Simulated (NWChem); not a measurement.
hydrogen fluoride (HF); SMILES F

```xyz
2

F      0.0000     0.0000     0.0932
H      0.0000     0.0000    -0.8391
```
Atoms are numbered in this order, from 1.

All runs: NWChem. Structure relaxed at the PBE-D3(BJ)/def2-SVP level. Vertical excitations in the gas phase.

Q: What does the run give for PBE0/def2-SVP, TDA? Quantities: lowest excitation, singlet (eV); oscillator strength of that lowest state; lowest state with f > 0.02, singlet (eV); oscillator strength of that bright state; orbital gap (eV).

A: The lowest excitation, singlet (eV) is 10.16 and the oscillator strength of that lowest state is 0.014. The lowest state with f > 0.02, singlet (eV) is 15.00 and the oscillator strength of that bright state comes out as 0.267. The orbital gap (eV) is 12.55.
